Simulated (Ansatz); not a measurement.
# CH4N: the cost of one run

All numbers are computed with the Python package of Ansatz 0.2.0. Level of theory: r2SCAN+D3(BJ)/def2-SVP.

## Step 1: The system

Bond lengths: C1–N2 1.394 Å, C1–H3 1.104 Å, C1–H4 1.091 Å, C1–H5 1.104 Å, N2–H6 1.019 Å. Angles: C1–N2–H6 111.1°, N2–C1–H3 111.9°, N2–C1–H4 109.4°, N2–C1–H5 112.4°, H3–C1–H4 109.3°, H3–C1–H5 104.2°, H4–C1–H5 109.6°.

No structure file is read: the coordinates are typed or built in the script.

## Step 2: The code

run_scan.py reads:

```python
# -*- coding: utf-8 -*-
import ansatz as az
import matplotlib.pyplot as plt
import numpy as np

SETTINGS = {
    "basis": "def2-SVP",
    "xc": "r2scan",
    "vdw": "d3bj",
}


def main():
    geometry_ang = [
        ("C", (-0.06649, -0.27143, -0.23689)),
        ("N", (-0.27609, 0.41603, 0.95763)),
        ("H", (-0.25782, 0.36615, -1.11783)),
        ("H", (-0.72309, -1.14201, -0.27324)),
        ("H", (0.9823, -0.59295, -0.35893)),
        ("H", (0.34119, 1.22421, 1.02926)),
    ]
    system = az.Crystal.molecule()
    for symbol, xyz in geometry_ang:
        system = system.atom(symbol, xyz)

    symbols = [site.symbol for site in system.cartesian_sites]
    start = np.array([site.position_ang for site in system.cartesian_sites])
    axis = (start[1] - start[0]) / np.linalg.norm(start[1] - start[0])
    moving = [1, 5]
    lengths, energies = [1.18, 1.28, 1.39, 1.53, 1.74, 2.09, 2.51, 3.07], []
    for length in lengths:
        xyz = start.copy()
        xyz[moving] += (length - np.linalg.norm(start[1] - start[0])) * axis
        point = az.Crystal.molecule()
        for symbol, place in zip(symbols, xyz):
            point = point.atom(symbol, place.tolist())
        calc = point.calculation()
        calc = calc.basis(gaussian=SETTINGS["basis"]).functional(SETTINGS["xc"], dispersion=SETTINGS["vdw"])
        calc = calc.spin("collinear", total=1)
        r = calc.run().report
        energies.append(r["free_energy_ev"])
        print(f"r = {length:6.3f} A  E = {energies[-1]:.5f} eV  <S^2> = {abs(r['mean_field']['state']['spin_squared']):.3f}")

    print("energy above the lowest point (eV):", [round(e - min(energies), 3) for e in energies])
    plt.figure(figsize=(4.5, 3))
    plt.plot(lengths, np.array(energies) - min(energies), "o-")
    plt.xlabel("bond length (A)")
    plt.ylabel("E - E(min) (eV)")
    plt.tight_layout()
    plt.savefig("scan.png", dpi=100)


if __name__ == "__main__":
    main()
```

## Step 3: The calls as engine input

The engine receives this input (first run):

```yaml
crystal:
  periodic: [false, false, false]
  atoms:
    - { symbol: C, position_ang: [-0.06649, -0.27143, -0.23689] }
    - { symbol: "N", position_ang: [-0.24390523382107437, 0.3104682664247891, 0.7742075434348747] }
    - { symbol: H, position_ang: [-0.25782, 0.36615, -1.11783] }
    - { symbol: H, position_ang: [-0.72309, -1.14201, -0.27324] }
    - { symbol: H, position_ang: [0.9823, -0.59295, -0.35893] }
    - { symbol: H, position_ang: [0.3733747661789256, 1.118648266424789, 0.8458375434348748] }
basis:
  gaussian:
    orbitals: def2-SVP
hamiltonian:
  xc: r2scan
  dispersion: d3bj
magnetization:
  spin_polarized: true
  initial_magnetization: 1.0
```

## Step 4: The run

Launch:

```sh
python run_scan.py
```

Q: Estimate wall time and peak memory on 1 thread of Arm Neoverse N1, shared host.

About 42 s, with a peak of 0.24 GiB.
